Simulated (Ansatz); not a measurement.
CHO (SMILES [CH]=O) moved off its minimum; all values from Ansatz (a program for electronic structure), cores frozen in correlated methods. Open shells are unrestricted.
(charge 0, multiplicity 2)
```xyz
3

C     -0.5178     0.3506     0.0458
O      0.4781    -0.2408     0.0148
H     -1.5244    -0.1607    -0.0449
```

Q: Give the forces (eV/Å), the total energy and the dipole at CCSD(T)/aug-cc-pVTZ.

A: 
| atom | Fx | Fy | Fz |
|---|---|---|---|
| C1 | -2.222 | 0.820 | 0.014 |
| O2 | 2.185 | -1.067 | -0.043 |
| H3 | 0.037 | 0.247 | 0.028 |
Energy -113.6913 hartree, dipole 1.51 D.
